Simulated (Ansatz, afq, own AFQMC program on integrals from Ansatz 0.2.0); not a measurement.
**Where AFQMC and coupled cluster stand for C⁻, quartet**

A free C anion.

Basis aug-cc-pVDZ. Only valence electrons are correlated. Ansatz 0.2.0 and our own AFQMC program on the same integrals; the CISD trial comes from CCSD amplitudes, and released means the phaseless constraint is let go. Free AFQMC starts from the CCSD state and is never constrained. Its projection time is finite, and what remains of the start isn't in its error. ± is one standard error of the sampling.

Determinant: ROHF, the one that the program's search chose, which needn't be the lowest solution.

Full CI is exact in this basis; its frozen core comes from its own orbitals, which moves totals by up to a few meV.

Cautions: full CI with its own frozen core.

```
T1 diagnostic                               : 0.0242
weight of the determinant in the CISD state : 0.932
size of the correlated space                : 5 electrons in 22 orbitals
```

Reference: full CI, correlation energy -2.833 eV. The released energy is read at 1.50 1/Eh (meV from the phaseless value at times in 1/Eh: -3 ± 5 at 0.24, -4 ± 4 at 0.50, -13 ± 4 at 1.00, -9 ± 4 at 1.50). CCSDTQ lies 0.8 meV below full CI, in part by the other frozen core, which shifts every row alike, so rows that close can't be ranked against it.

```
         level  E − E(reference) (kJ/mol)  share of correlation (%)
            HF                      273.4                      0.00
           MP2                       62.0                     77.31
          CCSD                       10.2                     96.25
       CCSD(T)                        2.4                     99.12
         CCSDT                        0.4                     99.84
      CCSDT(Q)                        0.0                    100.00
        CCSDTQ                       -0.1                    100.03
   ph-AFQMC/HF                  0.6 ± 4.1                     99.77
 ph-AFQMC/CISD                  2.0 ± 0.5                     99.27
released AFQMC                  1.1 ± 0.4                     99.59
    free AFQMC                  0.8 ± 0.5                     99.71
```

CCSDT and higher add their correlation energy to the determinant of the CCSD(T) run, since their own runs factorise the integrals more tightly (a shift of under 2 meV). Free projections are given only where their last times agree within the noise and don't stop above the reference; a slow remainder of the start can still hide under it. A walk keeps the symmetry of its determinant, which the program's search chose and which needn't be the lowest solution, so a lower state of the same spin and another symmetry isn't excluded. Released energies are given only where the last usable release times agree within the noise; a slower fall can still hide under it.
